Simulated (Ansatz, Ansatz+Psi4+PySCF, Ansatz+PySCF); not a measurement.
```xyz
5

C     0.0000    0.0000    0.0000
H     0.6291    0.6291    0.6291
H    -0.6291   -0.6291    0.6291
H     0.6291   -0.6291   -0.6291
H    -0.6291    0.6291   -0.6291
```

Basis set: cc-pVTZ (spherical functions). Left uncorrelated: 1 orbital. Charge 0, multiplicity 1.

Computed with Ansatz (development build ahead of 0.2.0); free ground-state atoms in the same class of orbitals, no zero-point energy, no relativity.

The atomization energy of singlet CH₄ from measured heats of formation, zero-point and thermal terms removed is 18.221 eV (G2/97 set, Curtiss et al., J. Chem. Phys. 106, 1063 (1997), as shipped with ASE); it holds spin-orbit and other relativistic effects.

How far do RHF-CCSD(T), RHF-MP2, UHF-MP2, UHF miss it in this basis?

| method | atomization energy (eV) | computed − measured (eV) |
| --- | --- | --- |
| RHF-CCSD(T) | 17.910 | -0.311 |
| RHF-MP2 | 17.797 | -0.424 |
| UHF-MP2 | 17.793 | -0.428 |
| UHF | 14.218 | -4.003 |
